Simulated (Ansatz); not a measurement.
The parent structure is AlAs in the zinc blende structure (space group F-43m, No. 216).

```yaml
crystal:
  lattice:
    - [0.00000, 2.83733, 2.83733]
    - [2.83733, 0.00000, 2.83733]
    - [2.83733, 2.83733, 0.00000]
  atoms:
    - { symbol: As, position: [0.75000, 0.75000, 0.75000] }
    - { symbol: Al, position: [0.00000, 0.00000, 0.00000] }
```

Calculations: PBEsol in Ansatz (plane waves to 420 eV, PAW, spin-orbit coupling left out).

Now apply this change: every Al is replaced by Ga, then cell and atoms are relaxed.

Measured band gap: AlAs 2.28 eV (static lattice; corrected from measurement; as listed in Wei Chen et al., Physical Review Materials (2018)); GaAs 1.57 eV (static lattice; corrected from measurement; as listed in Wei Chen et al., Physical Review Materials (2018)).

Measured lattice parameter a: AlAs 5.649 Å (static lattice; corrected from measurement; as listed in Daniel Mejia-Rodriguez, S. B. Trickey, Phys. Rev. B (2018)); GaAs 5.64 Å (static lattice; corrected from measurement; as listed in Daniel Mejia-Rodriguez, S. B. Trickey, Phys. Rev. B (2018)).

Problem. How well does PBEsol reproduce the measured shift?

Solution. With PBEsol the band gap moves by -0.92 eV (1.34 → 0.42) against -0.71 eV measured; the lattice parameter a moves by -0.016 Å (5.675 → 5.659) against -0.009 Å measured.

Whether these cells are dynamically stable was not tested.

Ansatz is a quantum-chemistry and plane-wave program.
